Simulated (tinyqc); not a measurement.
Inside a calculation. Method: harmonic frequencies on the UHF/sto-3g surface (energies and gradients from PySCF), for OH+, spin multiplicity 3. Computed by tinyqc, a small Python program that keeps every step (integrals from PySCF). Settings: charge = 1, multiplicity = 3, basis = sto-3g, delta = 0.005. Command: `OMP_NUM_THREADS=1 python tinyqc.py 20031 20032 out.jsonl` (the two numbers bound the seeds that draw the settings). One thread of a shared host (Intel(R) Xeon(R) Processor @ 2.60GHz), about 1 s of CPU time with the checks.

## One row of the Hessian: 1Oz

optimised positions (bohr):
```
           x         y          z
1O  0.000000  0.000000  -0.084511
2H  0.000000  0.000000   1.962899
```

gradient at +delta (hartree/bohr):
```
             x           y            z
1O  0.00000000  0.00000000   0.00213250
2H  0.00000000  0.00000000  -0.00213250
```

gradient at -delta (hartree/bohr):
```
             x           y            z
1O  0.00000000  0.00000000  -0.00210714
2H  0.00000000  0.00000000   0.00210714
```

Displace 1Oz by +/-0.005 bohr; H(k, :) = (g(+) - g(-)) / (2 delta).

row of the Hessian (hartree/bohr^2): 1Ox 0.00000000, 1Oy 0.00000000, 1Oz 0.42396453, 2Hx 0.00000000, 2Hy 0.00000000, 2Hz -0.42396453

## Hessian by finite differences

All rows are made in the same way, and the matrix is symmetrised.

Hessian (symmetrised) (hartree/bohr^2), lower triangle:
```
             1Ox          1Oy          1Oz         2Hx         2Hy         2Hz
1Ox   0.00000335
1Oy   0.00000000   0.00000335
1Oz   0.00000000   0.00000000   0.42396453
2Hx  -0.00000335   0.00000000   0.00000000  0.00000335
2Hy   0.00000000  -0.00000335   0.00000000  0.00000000  0.00000335
2Hz   0.00000000   0.00000000  -0.42396453  0.00000000  0.00000000  0.42396453
```

## Normal modes

masses (u): 1O 15.994915, 2H 1.007825

Diagonalise H_ij / sqrt(m_i m_j); the 5 smallest eigenvalues belong to translations and rotations; wavenumber = sqrt(eigenvalue / 1822.888) x 219474.63; each mode has its largest component positive (the first on a tie); zero-point energy = sum of wavenumbers / 2, with 349.755 1/cm per kcal/mol.

eigenvalues of the mass-weighted Hessian (hartree/(bohr^2 u)): 0.000000  0.000000  0.000000  0.000004  0.000004  0.447179

harmonic wavenumbers of the vibrations (1/cm): 3437.5

mass-weighted modes:
```
        mode 1
1Ox   0.000000
1Oy   0.000000
1Oz  -0.243463
2Hx   0.000000
2Hy   0.000000
2Hz   0.969910
```

zero-point energy = 4.914178 kcal/mol
